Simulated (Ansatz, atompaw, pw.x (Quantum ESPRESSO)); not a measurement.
**pw.x on diamond Te: one setting changed**

Potential: PAW, atompaw 4.2.0.5, PBEsol; core [Kr] 4d10, reference 5s2 5p4; waves: 5s (bound): rc 1.85 bohr; 5s channel at 1.5 Ry: rc 2.55 bohr; 5p (bound): rc 2.50 bohr; 5p channel at 2.1 Ry: rc 2.55 bohr; 5d channel at 0.4 Ry: rc 2.55 bohr; 5d channel at 2.25 Ry: rc 2.55 bohr; local part: ultrasoft scheme with l = 3 at 0 Ry, radius 2.10 bohr; core correction: smooth core density matched at 1.40 bohr; augmentation: sinc compensation charge, radius 2.15 bohr; PAW radius 2.55 bohr; waves and projectors: custom polynom2 7 10 vanderbiltortho.

The reference run (k-mesh 8³, cutoffs 45/450 Ry, Fermi–Dirac 0.01 Ry, mixing_beta 0.4, conv_thr 1e-9, no spin) gives -0.36 GPa at 43.922 Å³/atom, where all-electron LAPW gives 0.07 GPa. This run, with its own iteration cap, changes degauss to 0.002.

```
&control
  calculation='scf', prefix='x', pseudo_dir='./', outdir='./tmp', tstress=.true., disk_io='none'
/
&system
  ibrav=0, nat=2, ntyp=1, ecutwfc=45, ecutrho=450, nbnd=14,
  occupations='smearing', smearing='fd', degauss=0.002
/
&electrons
  conv_thr=1e-09, mixing_beta=0.4, electron_maxstep=60
/
ATOMIC_SPECIES
Te 1.0 Te.UPF
CELL_PARAMETERS angstrom
  0.00000000 3.52826099 3.52826099
  3.52826099 0.00000000 3.52826099
  3.52826099 3.52826099 0.00000000
ATOMIC_POSITIONS crystal
Te 0.0000 0.0000 0.0000
Te 0.2500 0.2500 0.2500
K_POINTS automatic
8 8 8 0 0 0
```

```bash
pw.x < Te.scf.in > Te.scf.out
```

Question: How does the run end?

Answer: It converges in 17 iterations; the free energy moves by +29.1 meV/atom and the pressure by -0.04 GPa. In a metal, with Fermi–Dirac smearing, F lies below its zero-width value by a term in the square of the width.

```
Message from routine setup:
     using ibrav=0 with symmetry is DISCOURAGED, use correct ibrav instead
     lattice parameter (alat)  =       9.4292  a.u.
     unit-cell volume          =     592.8007 (a.u.)^3
     number of electrons       =        12.00
     number of Kohn-Sham states=           14
     kinetic-energy cutoff     =      45.0000  Ry
     charge density cutoff     =     450.0000  Ry
     scf convergence threshold =      1.0E-09
     Exchange-correlation= SLA PW PSX PSC
     number of k points=    29  Fermi-Dirac smearing, width (Ry)=  0.0020
     iteration #  1     ecut=    45.00 Ry     beta= 0.40
     c_bands:  1 eigenvalues not converged
     c_bands:  1 eigenvalues not converged
     c_bands:  2 eigenvalues not converged
     [... 1 repeated lines left out ...]
     total energy              =    -713.48683026 Ry
     estimated scf accuracy    <       0.00277929 Ry
     iteration #  2     ecut=    45.00 Ry     beta= 0.40
     total energy              =    -713.48738222 Ry
     estimated scf accuracy    <       0.00103768 Ry
     iteration #  3     ecut=    45.00 Ry     beta= 0.40
     total energy              =    -713.48747382 Ry
     estimated scf accuracy    <       0.00002206 Ry
     [... 11 iterations left out ...]
     iteration # 15     ecut=    45.00 Ry     beta= 0.40
     total energy              =    -713.48754705 Ry
     estimated scf accuracy    <          3.0E-09 Ry
     iteration # 16     ecut=    45.00 Ry     beta= 0.40
     total energy              =    -713.48754705 Ry
     estimated scf accuracy    <          2.3E-09 Ry
     iteration # 17     ecut=    45.00 Ry     beta= 0.40
     the Fermi energy is     3.6373 ev
!    total energy              =    -713.48754705 Ry
     estimated scf accuracy    <          4.7E-10 Ry
     smearing contrib. (-TS)   =      -0.00040497 Ry
     convergence has been achieved in  17 iterations
          total   stress  (Ry/bohr**3)                   (kbar)     P=       -4.01
     Message from routine punch:
     Nothing written, as per user request (disk_io='none')
```

The run took about 51 s on one core of a shared server CPU.
